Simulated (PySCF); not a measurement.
Gas-phase reaction: 6 NH₂ + 2 Si = 2 SiH₂(NH₂)₂ + N₂

Computed with PySCF and rigid-rotor harmonic-oscillator thermochemistry at 1 bar. † marks an energy on the PBE0/def2-TZVP geometry and frequencies; other levels use their own. MP2 and CCSD(T) freeze the core. 6-31G* has spherical d functions here. Open shells (unrestricted): NH₂ (multiplicity 2), Si (multiplicity 3); the rest are closed-shell singlets. Spin-orbit splitting is ignored; it lowers the true energy and changes the entropy of Si. SiH₂(NH₂)₂: computed as isolated molecules; such fragments, hydroxides, amides, oligomers or adducts are transient or little studied in the gas. MP2 isn't extrapolated to the basis-set limit. CCSD(T) isn't extrapolated to the basis-set limit.

MP2/def2-SVP† gives ΔH°(298 K) = -2306 kJ.

What do HF/6-31G*, PBE0/def2-QZVP†, CCSD(T)/def2-SVP† give?

HF/6-31G*: -1620 kJ; PBE0/def2-QZVP†: -2232 kJ; CCSD(T)/def2-SVP†: -2164 kJ. For scale, ΔH°(298 K) is -2306 kJ at this level, -2342 kJ at ωB97M-V/def2-TZVP†, and runs from -2818 to -1620 kJ over the 20 levels computed.
